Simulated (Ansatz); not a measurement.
H2Si–BH2, quartet: reading a ladder of total energies

Geometry: that of the H2Si–BH2, doublet, kept fixed. The doublet lies 5.3 eV lower here.

```xyz
6

Si    0.0000    0.0000    0.5624
B     0.0000    0.0000   -1.3599
H     0.0000    1.2187    1.4093
H     0.0000   -1.2187    1.4093
H     0.0000    1.0370   -1.9521
H     0.0000   -1.0370   -1.9521
```

Basis cc-pVDZ; Ansatz 0.2.0. Only valence electrons are correlated (noble-gas cores frozen), which leaves 11 electrons in 46 orbitals. R marks a restricted (for open shells ROHF) determinant, U an unrestricted one.

Full CI isn't at hand for all of this; UCCSDT(Q) serves as the reference, and is uncertain by about the last step of the cluster series.

Runs differ by some tens of microhartree through their thresholds and, for an open shell, their frozen cores, so steps under 0.03 kcal/mol mean nothing.

```
    level  total energy (hartree)
      UHF             -315.688158
     UMP2             -315.852212
    UCCSD             -315.894982
 UCCSD(T)             -315.900337
   UCCSDT             -315.901651
UCCSDT(Q)             -315.901841
```

**Question.** What is the correlation energy at UCCSDT(Q), and what share of it do UMP2 and UCCSD(T) recover?

**Answer.** E(corr) = -315.901841 − (-315.688158) = -0.213683 hartree = -5.815 eV. UMP2: -0.164054 / -0.213683 = 76.77 %. UCCSD(T): -0.212179 / -0.213683 = 99.30 %.

**Question.** By how many kcal/mol does UCCSD(T) miss UCCSDT(Q) (1 hartree = 627.509 kcal/mol), and which steps make up the rest?

**Answer.** -315.900337 − (-315.901841) = 0.001504 hartree = 0.94 kcal/mol. Steps: UCCSDT − UCCSD(T) = -0.82, UCCSDT(Q) − UCCSDT = -0.12 kcal/mol. Differences between like states or geometries often cancel part of this.
